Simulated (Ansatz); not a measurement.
From input file to script: C2H4FN, SMILES NC=CF in Ansatz 0.2.0.

```yaml
crystal:
  periodic: [false, false, false]
  atoms:
    - { symbol: "N", position_ang: [-0.2145, 1.134, -0.3729] }
    - { symbol: C, position_ang: [0.2178, 0.1637, 0.4038] }
    - { symbol: C, position_ang: [0.2999, -1.118, 0.061] }
    - { symbol: F, position_ang: [0.0168, -1.5699, -1.1321] }
    - { symbol: H, position_ang: [-0.7607, 0.8265, -1.2218] }
    - { symbol: H, position_ang: [-0.7946, 1.8961, 0.1244] }
    - { symbol: H, position_ang: [0.5674, 0.506, 1.3925] }
    - { symbol: H, position_ang: [0.76, -1.8955, 0.6893] }
basis:
  gaussian: { orbitals: cc-pVTZ }
hamiltonian:
  xc: b3lyp
```

On the command line:
```console
$ ansatz run input.yaml --threads 1 --pin off --max-ram 4096MiB --backend cpu --events-out ev --progress --plain --runs-dir out
Engine: ansatz 0.2.0, x86_64-unknown-linux-gnu
Functional definition: B3LYP
  parameter a0 = 0.2
  parameter ax = 0.72
  parameter ac = 0.81
  exchange = (1 - a0 - ax)*slater_x + ax*b88_x + a0*exact_x
  correlation = (1 - ac)*vwn_rpa_c + ac*lyp_c
889 factors; their error is unknown
mean field evaluation 1: about -6339.9676 eV, gradient 6.0e1 eV
mean field evaluation 2: about -6332.7994 eV, gradient 8.1e1 eV
mean field evaluation 4: about -6347.3018 eV, gradient 5.6e0 eV
mean field evaluation 8: about -6347.3634 eV, gradient 3.0e-1 eV
mean field evaluation 16: about -6347.3636 eV, gradient 2.5e-5 eV
mean field -6347.36355420 eV, -233.2613082194 hartree, gradient 2.5e-5 eV, S^2 0.000000; 0 other end points of the search recorded, 0 dependent functions left out
reference -6347.36375432 eV, -233.2613155735 hartree; 16, 16 occupied and 160, 160 virtual orbitals, 889 factors
Total energy: -6347.36375432 eV, -233.2613155735 hartree
```

`run_energy.py`
```python
"""Single point of C2H4FN."""

import json

import ansatz

geometry_ang = [
    ("N", (-0.2145, 1.134, -0.3729)),
    ("C", (0.2178, 0.1637, 0.4038)),
    ("C", (0.2999, -1.118, 0.061)),
    ("F", (0.0168, -1.5699, -1.1321)),
    ("H", (-0.7607, 0.8265, -1.2218)),
    ("H", (-0.7946, 1.8961, 0.1244)),
    ("H", (0.5674, 0.506, 1.3925)),
    ("H", (0.76, -1.8955, 0.6893)),
]
geometry = ansatz.Crystal.molecule()
for symbol, xyz in geometry_ang:
    geometry = geometry.atom(symbol, xyz)

job = (
    geometry.calculation()
    .basis(gaussian="cc-pVTZ")
    .functional("B3LYP")
)
r = job.session().plan(threads=1).execute().report

for key in ("converged", "free_energy_ev", "reference_energy_ev", "n_frozen", "n_occupied", "n_virtual"):
    print(f"{key:22s} {r[key]}")

state = r["mean_field"]["state"]
print(f"mean field: {state['energy']['hartree']:.7f} Ha, <S^2> = {abs(state['spin_squared']):.4f}, stability: {state.get('stability', {}).get('kind')}")
with open("c2h4fn.json", "w") as handle:
    json.dump({k: r[k] for k in ("free_energy_ev", "reference_energy_ev", "n_occupied", "n_virtual")}, handle, indent=1)
```

```console
$ python run_energy.py
converged              True
free_energy_ev         -6347.363754316665
reference_energy_ev    -6347.363754316665
n_frozen               0
n_occupied             [16, 16]
n_virtual              [160, 160]
mean field: -233.2613156 Ha, <S^2> = 0.0000, stability: minimum
```

Total energies depend on the basis set; only differences at equal settings carry meaning. The geometry is a force-field or estimated start, not a minimum of this method, and the basis set is short of its limit. b3lyp holds the VWN-RPA fit, as in Gaussian; the form of ORCA and Turbomole is b3lyp5. It ran for 3.4 s on 1 thread of Intel(R) Xeon(R) Platinum 8375C CPU @ 2.90GHz (Ice Lake), with other jobs on the host, peak memory 0.36 GiB.

(A comment or docstring line of the script was reworded after the run, the code is as it ran; lines on the test bed's own set-up are left out of the output.)
